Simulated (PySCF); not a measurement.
**Dipole moment and polarisability of difluoroborane**

Species: difluoroborane, BF2H.
Numbering: `[F:1][BH:2][F:3]` (hydrogens: H4 on B2)

Cartesian coordinates in Å at the PBE0-D3(BJ)/def2-TZVP level; atoms count from 1:
```
atom  x, y, z in Å
F1    -0.520   -1.161    0.234
B2     0.038   -0.003   -0.036
F3    -0.410    1.060    0.590
H4     0.928    0.078   -0.824
```

Level: CAM-B3LYP/aug-cc-pVTZ (PySCF), static field, nuclei fixed, core orbitals frozen in the response. The polarisability tensor in these axes (au):

```
x   15.98  0.35 -1.58
y    0.35 17.98  0.46
z   -1.58  0.46 15.69
```

Give the principal values, the mean and the anisotropy Δα = √{½[(α1 − α2)² + (α2 − α3)² + (α1 − α3)²]}.

Principal values 14.16, 17.43 and 18.07 au; mean 16.55 au = 2.45 Å³ = 2.73 × 10⁻⁴⁰ C²·m²/J; Δα = 3.63 au (22 % of the mean).

What is the dipole moment, and where does it point?

(0.71, 0.07, -0.63) D, 0.95 D in size, pointing from the negative to the positive side. Measured along this direction, the outermost atoms are F1 and F3 at the negative end and H4 at the positive end.

What are the principal values of the traceless quadrupole moment, Θ = ½Σq(3rr − r²1), about the centre of nuclear charge?

-3.30, 0.61, 2.69 D·Å. The values depend on the origin, since the dipole doesn't vanish. The electronic extent ⟨r²⟩ about the same centre is 135 bohr², a root-mean-square distance of 1.25 Å for the 24 electrons.

Rayleigh depolarisation ratio (linearly polarised light, static tensor)?

ρ = 3Δα²/(45ᾱ² + 4Δα²) = 39.6/(12326 + 52.8) = 0.0032.

Find the Langevin capture rate constant for O2+ (31.990 u) meeting this molecule (50.014 u), k = 2.342 × 10⁻⁹ cm³/s × √(α in Å³ / reduced mass in u).

The reduced mass is 19.51 u, so k = 0.83 × 10⁻⁹ cm³/s. The formula leaves out the permanent dipole, which adds to the capture rate.

Geometry: PBE0-D3(BJ)/def2-TZVP; no solvent, vibrations or thermal averaging.
